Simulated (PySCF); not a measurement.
Homolysis of single bonds, series Ga F-Cl. Isolated molecules, 0 K electronic values unless said otherwise. Strings in code marks are SMILES.

The numbers are results of PBE0-D4/def2-TZVP in PySCF 2.14.0, not measurements. 

| species | highest occupied spin orbital (eV) | dipole moment (D) |
|---|---|---|
| radical fragment (`[F]`) | -12.46 | 0.00 |
| radical fragment (`[F][Ga][F]`) | -7.74 | 2.43 |
| whole molecule (`[F][Ga]([F])[Cl]`) | – | 1.00 |
| radical fragment (`[Ga]([Cl])[F]`) | -7.38 | 2.11 |
| radical fragment (`[Cl]`) | -9.54 | 0.00 |
| whole molecule (`[Ga]([Cl])([F])[Cl]`) | – | 0.85 |
| radical fragment (`[Cl][Ga][Cl]`) | -7.08 | 1.77 |
| whole molecule (`[Cl][Ga]([Cl])[Cl]`) | – | 0.00 |
